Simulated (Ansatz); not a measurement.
```yaml
crystal:
  periodic: [false, false, false]
  atoms:
    - {symbol: Ge, position_ang: [-1.766925, 0.071272, -0.025799]}
    - {symbol: Al, position_ang: [0.675385, -0.610337, -0.007652]}
    - {symbol: O, position_ang: [2.198355, -1.009505, -0.015402]}
    - {symbol: H, position_ang: [-1.106814, 1.548570, 0.048852]}
basis:
  gaussian: {orbitals: def2-TZVP}
hamiltonian: {xc: pbe0}
relax: {f_tol: 0.004, max_steps: 80}
```

```sh
$ ansatz run in.yaml --threads 1 --pin off --events-out ev --progress --plain --max-ram 2176MiB
```

Steps of the relaxation (energy above the last step; positions in Å, forces in eV/Å):

```
4
step 1, 29.2 meV
Ge   -1.767    0.071   -0.026   -0.027    0.288    0.015
Al    0.675   -0.610   -0.008   -1.099    0.275    0.000
O     2.198   -1.010   -0.015    1.285   -0.356   -0.002
H    -1.107    1.549    0.049   -0.160   -0.208   -0.012
```

```
4
step 2, 5.8 meV
Ge   -1.769    0.092   -0.023    0.069    0.030    0.003
Al    0.707   -0.618   -0.013   -0.622    0.210   -0.001
O     2.236   -1.050   -0.013    0.585   -0.192    0.000
H    -1.173    1.576    0.049   -0.033   -0.048   -0.002
```

```
4
step 3, 1.4 meV
Ge   -1.764    0.090   -0.021    0.083   -0.053   -0.002
Al    0.726   -0.573   -0.016    0.017   -0.070    0.000
O     2.244   -1.096   -0.012   -0.086    0.051   -0.001
H    -1.205    1.580    0.049   -0.014    0.072    0.003
```

```
4
step 6, 0.0 meV
Ge   -1.755    0.089   -0.022    0.000    0.000    0.000
Al    0.722   -0.588   -0.015    0.002    0.000    0.001
O     2.244   -1.089   -0.013   -0.002    0.000    0.000
H    -1.211    1.588    0.049    0.000    0.000    0.000
```

Close pairs at the end: Ge1–H4 1.596 Å, Al2–O3 1.603 Å, Ge1–Al2 2.568 Å.

A stationary point of restricted PBE0 after 6 steps (its stability towards spin polarisation wasn't tested); no frequencies were run, so it isn't proven a minimum. 29 s on 1 thread of Arm Neoverse V1, shared host.
